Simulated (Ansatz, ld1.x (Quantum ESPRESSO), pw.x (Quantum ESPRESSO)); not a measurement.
**From atom to crystal: TM potential for aluminium (Al)**

- Element: aluminium (Al)
- Generator: ld1.x (Quantum ESPRESSO) 7.5
- Type: norm-conserving Troullier–Martins (Kleinman–Bylander form)
- Functional: PBEsol
- Relativity: scalar-relativistic
- Frozen core: [Ne]
- Valence charge: 3
- Reference configuration: 3s2 3p1
- Partial waves: 3s (bound): rc 1.55 bohr; 3p (bound): rc 2.30 bohr; 3d channel at 0.1 Ry: rc 2.40 bohr
- Local potential: all-electron potential smoothed inside 1.35 bohr (lloc = -1)
- Core correction: Bessel-smoothed model core, default radius (core density twice the valence density)

Crystal test: fcc Al in pw.x 7.5, no spin, 14³ k-points, Fermi–Dirac smearing 0.01 Ry, cutoffs 60/240 Ry. The reference is all-electron LAPW (Ansatz 0.2.0) with the same functional, mesh and smearing; V0 and B0 come from Birch–Murnaghan fits to the pressures at five volumes. Errors are pseudo minus all-electron; Δ is the rms difference of the E(V) curves that follow from these fits, minima aligned, over ±6 % about the mean V0. Mesh and smearing are coarse, so the numbers serve the comparison and aren't converged zero-temperature values; the lattice is a test structure that the element need not adopt.

All-electron: a0 = 4.015 Å (V0 = 16.18 Å³/atom), B0 = 81.2 GPa.

How far does the potential miss the all-electron equation of state?

mean pressure error (GPa): -1.24; a0 (Å): 3.994; a0 error (%): -0.52; B0 error (%): +1.9; Δ (meV/atom): 4.5. This is a poor potential for the solid.

```tsv
V (Å³/atom)	P all-electron (GPa)	P pseudo (GPa)
15.397	4.49	3.02
15.802	2.01	0.66
16.207	-0.16	-1.39
16.612	-2.03	-3.17
17.017	-3.66	-4.71
```

At the middle volume, how do free energy and pressure move when the wave cutoff is lowered (ecutrho kept at four times it)?

| cutoff (Ry) | shift of F (meV/atom) | shift of P (GPa) |
| --- | --- | --- |
| 27 | +22.7 | -0.65 |
| 36 | +9.3 | +0.11 |
| 48 | +6.6 | -0.05 |

The run at the middle volume (104 k-points, 6 iterations) took about 9.3 s on one core of a shared host (Neoverse-V1, 32 threads, 247 GiB, load 15).
